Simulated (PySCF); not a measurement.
ozone (O₃), SMILES [O+](=O)[O-].

Geometry: PBE0-D3(BJ)/def2-TZVP. The molecule may have multireference character, which single-reference levels describe poorly.

Two levels are set side by side: PBE/def2-TZVPD (PySCF) and HF/def2-TZVPD (PySCF). Same geometry, gas phase. Differences are taken from unrounded values.

```csv
quantity,HF,PBE,PBE minus HF
orbital gap (eV),12.55,1.94,-10.61
highest occupied level (eV),-13.39,-7.81,5.58
lowest empty level (eV),-0.84,-5.87,-5.03
dipole moment (D),0.80,0.65,-0.16
mean polarisability (bohr³),19.8,18.8,-1.0
```

Without exact exchange PBE keeps part of each electron's self-repulsion, which lifts occupied levels and narrows the gap. Differences between two approximate levels are no errors against the true value.

Rough cost on one machine, each run with all the roots and properties that it gave: HF against PBE about 1/3.
